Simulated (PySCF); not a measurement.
# Magnetic susceptibility: `C(=O)F`, CHFO

Geometry (Å), atoms numbered from 1 in this order:
```xyz
4

O    -0.889   -0.851   -0.002
C    -0.077    0.001   -0.005
F     1.230   -0.239   -0.011
H    -0.253    1.095   -0.004
```

Level of theory: GIAO OLYP/aug-pcSseg-2 magnetisability, rotational g tensor and spin-rotation constants, non-relativistic, gas phase (PySCF). Geometry: PBE0-D3(BJ)/def2-SVP.

Q: How diamagnetic is it, and how anisotropic?

A: Isotropic -299 × 10⁻³⁰ J/T², or -18.0 × 10⁻⁶ cm³/mol; principal values -365, -269, -264 × 10⁻³⁰ J/T², anisotropy 98 × 10⁻³⁰ J/T² (root of half the summed squared differences of the principal values). The susceptibility is in cgs units.

Q: Split it along the inertial axes a, b, c into diamagnetic and paramagnetic parts about the centre of mass, with the quadrupole moment.

A: 
| axis | χ (10⁻⁶ cm³/mol) | diamagnetic (10⁻⁶ cm³/mol) | paramagnetic (10⁻⁶ cm³/mol) | summed x² of all electrons (Å²) | quadrupole Θ (D Å) |
| --- | --- | --- | --- | --- | --- |
| a | -15.9 | -43.0 | 27.1 | 24.7 | -4.24 |
| b | -16.2 | -118.6 | 102.4 | 6.9 | +2.62 |
| c | -22.0 | -134.3 | 112.4 | 3.2 | +1.61 |

Anisotropies 2χaa − χbb − χcc = +6.3 and 2χbb − χaa − χcc = +5.5 × 10⁻⁶ cm³/mol. Θ is traceless in Buckingham's convention.

Q: And the rotational g tensor?

A: 
```
axis  rotational constant (GHz)        g  nuclear part  electronic part
   a                    92.4375  -0.4661        0.7095          -1.1756
   b                    11.8761  -0.0809        0.4905          -0.5714
   c                    10.5240  -0.0401        0.5154          -0.5556
```
Asymmetric top; isotopes 12C, 19F, 1H, 16O; no vibrational averaging.
